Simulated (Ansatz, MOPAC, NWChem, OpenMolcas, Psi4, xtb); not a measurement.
SiH2OF (SMILES O[SiH]F): the highest harmonic wavenumber at each level's own minimum, rung by rung

The runs start from one conformer, not always the lowest.

SiH2OF, doublet, SMILES `O[SiH]F`. Each level relaxes the structure for itself.

Each level gives the highest harmonic wavenumber at each level's own minimum (cm⁻¹). The values are calculated.

```tsv
level	kind	program	value (cm⁻¹)
AM1	semi-empirical	MOPAC	3597
MNDO	semi-empirical	MOPAC	4127
MNDOD	semi-empirical	MOPAC	4016
GFN2-xTB	semi-empirical	xtb	3520
UHF/3-21G	Hartree–Fock	OpenMolcas	4003
UHF/6-31G* (Cartesian functions)	Hartree–Fock	OpenMolcas	4140
UBP86-D3(BJ)/def2-SVP	GGA	NWChem	3747
UPBE-D3(BJ)/def2-SVP	GGA	NWChem	3760
UPBE-D3(BJ)/def2-SVP (density fitting)	GGA	Psi4	3760
UPBE0-D4/def2-TZVP	global hybrid	Ansatz	3919
```

Harmonic and unscaled. The values span 3520 to 4140 cm⁻¹.
